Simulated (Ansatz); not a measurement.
One starting cell of C (a generated cell, C placed in the beta-Sn structure type) was relaxed twice with Ansatz (plane waves, PAW, scalar-relativistic): with r2SCAN at 500 eV and with PBE at 420 eV. The r2SCAN result:

```
CELL_PARAMETERS angstrom
      0.00000     1.78016     1.78016
      1.78016     0.00000     1.78016
      1.78016     1.78016     0.00000
ATOMIC_POSITIONS crystal
  C  0.50000 0.50000 0.50000
  C  0.75000 0.75000 0.75000
```

| quantity | r2SCAN | PBE |
|---|---|---|
| space group | Fd-3m | Fd-3m |
| volume (Å³/atom) | 5.64 | … |
| a (Å) | 3.560 | … |
| gap (eV, no spin-orbit coupling) | 4.36 | … |

Problem. Fill in the PBE column.

Solution. 
- volume (Å³/atom), PBE: 5.70
- a (Å), PBE: 3.572
- gap (eV, no spin-orbit coupling), PBE: 4.13

Both levels end in the same structure; PBE's volume is 1.0 % larger; its gap is 0.23 eV smaller. Neither column is exact.

No spin polarisation in the result.

Measured for C: a 3.553 Å (static lattice; corrected from measurement; as listed in Daniel Mejia-Rodriguez, S. B. Trickey, Phys. Rev. B (2018)); gap 5.85 eV (static lattice; corrected from measurement; as listed in Wei Chen et al., Physical Review Materials (2018)). Computed minus measured — a: r2SCAN +0.2 %, PBE +0.5 %; gap: r2SCAN -1.49 eV, PBE -1.72 eV. The computed values are for a static lattice, and a measured gap can be an optical one, lowered by exciton binding.

The run could not lose the symmetry of its start; a randomly shaken copy of 4 atoms returns to this structure.

All atoms sit on sites fixed by symmetry, so only the cell could relax.

Ansatz is a program for electronic structure.
